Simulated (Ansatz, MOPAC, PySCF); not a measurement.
System: C₃H₃, charge 0, multiplicity 2. SMILES: C=C=[CH]
Coordinates optimised at B3LYP-D3(BJ)/def2-TZVP (Ansatz, an electronic-structure program):
```xyz
6

C     -0.0003    -0.0188     0.1135
C     -0.0037    -0.2179     1.3177
C      0.0034     0.2038    -1.2323
H     -0.0066    -0.3912     2.3654
H      0.9329     0.3302    -1.7707
H     -0.9230     0.2584    -1.7878
```
Charge 0, spin multiplicity 2.

Quantity: enthalpy of formation at 298 K, in kcal/mol. Set-up: valence correlation only; spin-orbit terms left out; open shells spin-unrestricted; 6-311+G** with 5d; PM7 with its own dispersion and hydrogen-bond terms; 6-31G* and kin with 6d, 5d where marked; non-relativistic; dispersion terms only where a functional's name holds one. First-principles rows: single points at B3LYP-D3(BJ) geometries (Ansatz), with unscaled harmonic terms from B3LYP/6-31G* at its own minima, enthalpies of formation by atomisation with measured atoms. Semi-empirical rows: MOPAC heats of formation at their own minima for 298 K. A UHF reference is markedly spin-contaminated in at least one set, which strains HF and MP2.

```
level                            program  enthalpy of formation at 298 K (kcal/mol)
------------------------  --------------  -----------------------------------------
PM7                                MOPAC                                       73.0
B3LYP/STO-3G                      Ansatz                                        5.9
B3LYP/6-31G*                      Ansatz                                       86.7
B3LYP/6-311+G**                   Ansatz                                       86.7
PBE0/6-31G*                       Ansatz                                       79.7
M06-2X/6-31G* (5d)                 PySCF                                       86.4
MP2/STO-3G                        Ansatz                                      100.9
PBE/def2-TZVPD                    Ansatz                                       62.2
B2PLYP-D3(BJ)/def2-TZVPD  Ansatz + dftd3                                       86.5
```

No value to compare with is used here. The 7 habitual levels span 5.9 (B3LYP/STO-3G) to 100.9 kcal/mol (MP2/STO-3G); PBE/def2-TZVPD gives 62.2.

The levels are drawn from those run, B3LYP/6-31G* more often than the rest, none by its result; runs whose electronic state is in doubt are left out.
